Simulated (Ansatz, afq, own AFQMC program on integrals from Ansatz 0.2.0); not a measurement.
# Atomization energy of CuCl, triplet, worked out

| atom | x (Å) | y (Å) | z (Å) |
| --- | --- | --- | --- |
| Cu | 0.0000 | 0.0000 | 0.0000 |
| Cl | 0.0000 | 0.0000 | 2.1406 |

Basis def2-TZVP. Only valence electrons are correlated. Integrals, coupled cluster, full CI and functionals: Ansatz 0.2.0; the random walks run on the same integrals in our own AFQMC program. ph-AFQMC/CISD is guided by a CISD state made of CCSD amplitudes; releasing the constraint for a short imaginary time cuts its bias at the price of noise, slowly where states lie close. ± is one standard error of the sampling. The metal's outer-core s and p shells are frozen, which shifts wave-function levels against functionals.

Total energies in eV. CBS is CCSD(T) at the limit of def2-TZVPP/QZVPP (extrapolated itself); the highest rung of each member is named.

Cautions: no relativity below Rb; outer-core shells of the metal frozen; CuCl (triplet): another spin lies lower, its ph-AFQMC/CISD value lies 34 ± 7 meV above CCSDT(Q); Cu (doublet): its ph-AFQMC/CISD value lies 23 ± 3 meV above CCSDT(Q).

```tsv
member	count	CCSD(T)/def2-TZVP	highest rung in def2-TZVP	which	CCSD(T)/CBS
Cu (doublet)	+1	-44607.1938	-44607.1759	CCSDT(Q)	-44611.9227
Cl (doublet)	+1	-12508.0402	-12508.0635	CCSDTQ	-12509.3582
CuCl, triplet	-1	-57116.4264	-57116.4750	CCSDT(Q)	-57122.5664
```

Q: Work out the best estimate of the atomization energy: the CCSD(T)/CBS difference plus the step from CCSD(T) to the highest rung.

A: Sums with the counts: CCSD(T)/CBS 1.2855 eV, highest rung 1.2356 eV, CCSD(T)/def2-TZVP 1.1924 eV. The step is 1.2356 − 1.1924 = 0.0432 eV, so the best estimate is 1.2855 + (0.0432) = 1.3287 eV. The basis set is worth 0.093 eV of it. Zero-point, core-correlation and spin–orbit terms aren't in it. Past Ne the Hartree–Fock part of each CBS total tends to overshoot, since the cores don't follow the formula; that largely cancels in the difference.

Best estimates are given only where the step beyond CCSD(T) is under 0.3 eV and no member's determinant is very poor (T1 over 0.05, or 0.07 for open shells, ⟨S²⟩ too high by 0.3, two states mixed), so the hardest cases are missing from such tables.

CCSDT and higher add their correlation energy to the determinant of the CCSD(T) run, since their own runs factorise the integrals more tightly (a shift of under 2 meV). Each member of a difference takes its own highest rung, so a best estimate needn't equal the limit plus the step of one row.
